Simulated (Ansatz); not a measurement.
Process, species as SMILES: [CH] (CH) → CH+ (singlet, bonded as [CH]) + e-
B3LYP-D3(BJ)/def2-TZVP geometries, fixed; electronic energies without zero-point terms.

Effect of the final integration grid (spheres per factor e of radius in core and valence, angular degree) at PBE0/aug-cc-pVTZ with Ansatz (a first-principles code), against the last row, where the adiabatic ionisation energy is 11.00 eV. An unrestricted PBE0 determinant is markedly spin-contaminated. Open shells are unrestricted. The default's grid is 13, 11, 36.

```tsv
setting	largest shift of a total energy (mEh)	shift of the adiabatic ionisation energy (eV)
accuracy: medium (default)	0.000	0.000
final_grid: 4, 3, 11	0.865	0.004
final_grid: 6, 5, 17	-0.009	0.000
final_grid: 8, 7, 23	0.001	0.000
final_grid: 10, 9, 29	0.000	0.000
final_grid: 18, 15, 47	0.000	0.000
final_grid: 26, 22, 59	0.000	0.000
```

Within 0.002 eV in the adiabatic ionisation energy: accuracy: medium (default); final_grid: 6, 5, 17; final_grid: 8, 7, 23; final_grid: 10, 9, 29; final_grid: 18, 15, 47. The largest shift is 0.865 mEh in a total energy and 0.004 eV in the difference.
